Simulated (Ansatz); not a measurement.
`[Si]=[Si]` (triplet). The species carries charge 0 and has multiplicity 3. Geometry: relaxed with PBE0-D4/def2-TZVP.

```xyz
2

Si   -0.742   -0.556    0.641
Si    0.742    0.556   -0.641
```

Task: What is the dipole moment at ωB97M-V/def2-TZVPP? (An estimate is asked.)

Result: The calculation gave: 0.00 D, zero by symmetry or nearly so.

Task: Give the Mulliken charges with ωB97M-V, r2SCAN, PBE in def2-TZVPP. (Estimate.)

Result: Ansatz gave: 
```csv
atom,ωB97M-V,r2SCAN,PBE
Si1,0.00,0.00,0.00
Si2,0.00,0.00,0.00
```
